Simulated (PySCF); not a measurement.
Computed properties of AlF3, SMILES [F][Al]([F])[F]

AlF3, SMILES [F][Al]([F])[F]. Coordinates come from a TPSSh-D3(BJ)/def2-TZVP optimisation. The isomer is the one that the SMILES or the coordinates give; other isomers of the formula were not compared. One conformer was computed; it need not be the lowest. All values are computed for the isolated molecule unless a solvent is named; none is compared with measurement here.

**Structure.** The optimised structure has D3h symmetry. All 6 harmonic modes at TPSSh-D3(BJ)/def2-TZVP (PySCF) are real, so it is a minimum. With heavy atoms numbered as in [Al:1]([F:2])([F:3])[F:4], the shortest bond between them is Al1–F3 at 1.637 Å and the longest Al1–F2 at 1.637 Å.

**Vibrations.** The strongest infrared lines (harmonic, unscaled, degenerate partners summed) lie at 945 cm⁻¹ (366 km/mol, Al 53 %, F 47 %), 291 cm⁻¹ (135 km/mol, Al 68 %, F 32 %), 240 cm⁻¹ (65 km/mol, F 85 %, Al 15 %). The softest mode is at 240 cm⁻¹ and the zero-point energy is 4.8 kcal/mol.

**Electronic structure.** ωB97X/def2-TZVPD (PySCF) places the frontier levels at -14.33 and 0.18 eV, a gap of 14.51 eV, and gives a dipole moment of 0.00 D and a mean polarisability of 21.0 bohr³. PBE/def2-TZVPD (PySCF) at the same geometry gives -9.70 and -2.59 eV, so its gap is 7.40 eV narrower. An orbital gap is neither the optical nor the fundamental gap.

**Excitations.** TDA-CAM-B3LYP/def2-SVPD (PySCF) has S1 at 8.60 eV (144 nm, f = 0.000, dark); the most intense of the 10 singlets computed lies at 9.90 eV (f = 0.20). Strengths of degenerate partners are summed. T1 (TDA) is at 8.33 eV, 0.27 eV under S1. TDA-PBE/def2-SVPD (PySCF) puts S1 at 7.31 eV. No vertical singlet excitation falls in the visible range (under 3.1 eV).

**NMR.** GIAO shifts at KT2/pcSseg-2 (PySCF) (non-relativistic, atoms alike by connectivity averaged): ¹⁹F at -252.1 ppm against CFCl3.
